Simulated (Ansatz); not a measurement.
C$_{2}$H$_{4}$F$_{2}$, SMILES `CC(F)F`, relaxed with RKS PBE0-D4/def2-TZVP in the Gaussian-basis code of Ansatz from a PBE-D4/def2-SVP geometry. The force threshold is 0.005 eV/Å; the program also tests the step.

Total charge 0; spin multiplicity 1.

Start:

```xyz
8

C     0.745    0.036   -0.253
C    -0.704   -0.044    0.163
F    -1.084    1.123    0.775
F    -0.881   -1.063    1.063
H     1.371    0.213    0.643
H     0.895    0.867   -0.969
H     1.059   -0.911   -0.732
H    -1.401   -0.220   -0.691
```

Problem. How much energy does the relaxation release, and in how many steps? (Estimate.)

Solution. Computed: 2.99 kJ/mol, in 4 steps.

Problem. Which bonds change most? (Best estimate.)

Solution. Computed: C2–H8 from 1.116 to 1.095 Å; C1–H5 from 1.108 to 1.091 Å; C1–H6 from 1.107 to 1.091 Å; C1–H7 from 1.107 to 1.091 Å.

Problem. Give the relaxed structure. (An estimate is asked.)

Solution. The calculation gave: 
```xyz
8

C     0.744    0.036   -0.250
C    -0.695   -0.044    0.155
F    -1.078    1.109    0.768
F    -0.878   -1.050    1.053
H     1.360    0.210    0.632
H     0.885    0.855   -0.956
H     1.047   -0.898   -0.724
H    -1.385   -0.218   -0.678
```
